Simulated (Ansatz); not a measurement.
in.yaml

```yaml
crystal:
  periodic: [false, false, false]
  atoms:
    - {symbol: B, position_ang: [0.000000, 0.000000, 0.000000]}
    - {symbol: O, position_ang: [0.000000, 0.000000, 1.200581]}
basis:
  gaussian: {orbitals: cc-pVTZ}
total_charge: 1
magnetization: {spin_polarized: true, initial_magnetization: 2}
correlation: {method: ccsdt_q, electrons: outside_noble_gas}
```

```sh
$ ansatz run in.yaml --threads 1 --pin off --events-out ev --progress --plain --max-ram 2393MiB
```

Log:

```
704 factors; integrals over basis functions are off by at most 1.7e-7 eV
mean field evaluation 1: about -2692.9672 eV, gradient 3.4e1 eV
mean field evaluation 2: about -2692.9676 eV, gradient 3.4e1 eV
mean field evaluation 4: about -2697.1950 eV, gradient 2.4e0 eV
mean field evaluation 8: about -2697.2765 eV, gradient 1.3e-1 eV
mean field evaluation 16: about -2697.2653 eV, gradient 7.5e-1 eV
mean field evaluation 32: about -2695.2585 eV, gradient 8.6e-5 eV
mean field evaluation 64: about -2695.0640 eV, gradient 3.2e0 eV
mean field evaluation 96: about -2695.2585 eV, gradient 4.3e-3 eV
mean field evaluation 128: about -2691.4966 eV, gradient 1.1e0 eV
mean field -2697.27700275 eV, -99.1231015711 hartree, gradient 3.7e-6 eV, S^2 2.004221; 5 other end points of the search recorded, 0 dependent functions left out
determinant -2697.27700275 eV, -99.1231015711 hartree, with singles and doubles -2703.51621462 eV, -99.3523883780 hartree
determinant -2695.25845210 eV, -99.0489212028 hartree, with singles and doubles -2701.72760788 eV, -99.2866582927 hartree
2 core orbitals not correlated: weight in the atoms' cores, before any rotation towards them, 1.000 or more for the frozen orbitals, at most 0.000 for the correlated occupied ones
reference -2697.27700275 eV, -99.1231015711 hartree; 5, 3 occupied and 53, 55 virtual orbitals, 704 factors
second order -5.82667634 eV of doubles, -0.00000000 eV of singles
cycle   1  -6.04726630 eV  change   -2.2e-1 eV  update   6.3e-2
cycle   2  -6.30377465 eV  change   -2.6e-1 eV  update   3.1e-2
cycle   3  -6.50969010 eV  change   -2.1e-1 eV  update   1.9e-2
cycle   4  -6.47485588 eV  change    3.5e-2 eV  update   6.7e-3
cycle   5  -6.46250701 eV  change    1.2e-2 eV  update   4.5e-3
cycle   6  -6.47194208 eV  change   -9.4e-3 eV  update   2.1e-3
cycle   7  -6.47641800 eV  change   -4.5e-3 eV  update   1.3e-3
cycle   8  -6.47521692 eV  change    1.2e-3 eV  update   4.0e-4
cycle   9  -6.47520328 eV  change    1.4e-5 eV  update   2.2e-4
cycle  10  -6.47514889 eV  change    5.4e-5 eV  update   1.2e-4
cycle  11  -6.47531887 eV  change   -1.7e-4 eV  update   6.1e-5
cycle  12  -6.47536075 eV  change   -4.2e-5 eV  update   2.4e-5
cycle  13  -6.47537021 eV  change   -9.5e-6 eV  update   1.2e-5
cycle  14  -6.47538073 eV  change   -1.1e-5 eV  update   5.3e-6
cycle  15  -6.47537999 eV  change    7.5e-7 eV  update   2.8e-6
cycle  16  -6.47537929 eV  change    6.9e-7 eV  update   1.3e-6
cycle  17  -6.47537934 eV  change   -4.8e-8 eV  update   5.5e-7
perturbative correction -0.00815228 eV, -0.0002995909 hartree
Total energy: -2703.76053438 eV, -99.3613669637 hartree
```

Ran on 1 thread of Arm Neoverse V2, shared host: 41 s wall, 0.54 GiB peak host memory.
